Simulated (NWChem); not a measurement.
## Correlation energy of B

```
B
```
Charge 0, spin multiplicity 2.

The numbers come from NWChem runs, not from measurements.

Basis set: cc-pVQZ. Each correlation energy counts from its own Hartree-Fock reference.

The correlated methods keep 1 core orbital frozen. No SCF solution was tested for a lower state. Open-shell Hartree-Fock references start from PBE0 orbitals. No row is a measurement; the coupled-cluster row has its own basis-set and correlation limits.

### Question
One of these methods gave a correlation energy of -47.0 mHa. Which?
(A) CCSD[T] on ROHF
(B) UMP2
(C) CCSD(T) on UHF
(D) CCSD on ROHF

### Answer
B, UMP2. The others give -67.9 (CCSD(T) on UHF), -70.3 (CCSD on ROHF), -71.9 (CCSD[T] on ROHF).
